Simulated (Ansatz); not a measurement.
Basis-set extrapolation for C2H3F3O (`FCOC(F)F`) (PBE0-D4/def2-TZVP geometry, frozen core, Ansatz). Multiplicity 1, RHF reference.

|  | def2-TZVPP | def2-QZVPP |
| --- | --- | --- |
| HF | -450.859977 | -450.879742 |
| MP2 correlation | -1.305607 | -1.419189 |
| CCSD(T) correlation | -1.366200 | not run |

Energies in hartree. Use E(X) = E(∞) + A·exp(−7.88·√X) for Hartree–Fock and E(X) = E(∞) + B·X^(−2.97) for correlation, with X = 3 and 4, and add CCSD(T) minus MP2 of the smaller set to the MP2 limit.

Question: What is the CCSD(T) energy at the basis-set limit?

Answer: HF limit: -450.879742 + (-0.019765) × 0.13774 = -450.88246. MP2 limit: -1.419189 + (-0.113582) × 0.74074 = -1.50332. Higher-order term: -1.366200 − (-1.305607) = -0.06059. Total: -452.44637 hartree, 5.99 eV below CCSD(T)/def2-TZVPP.
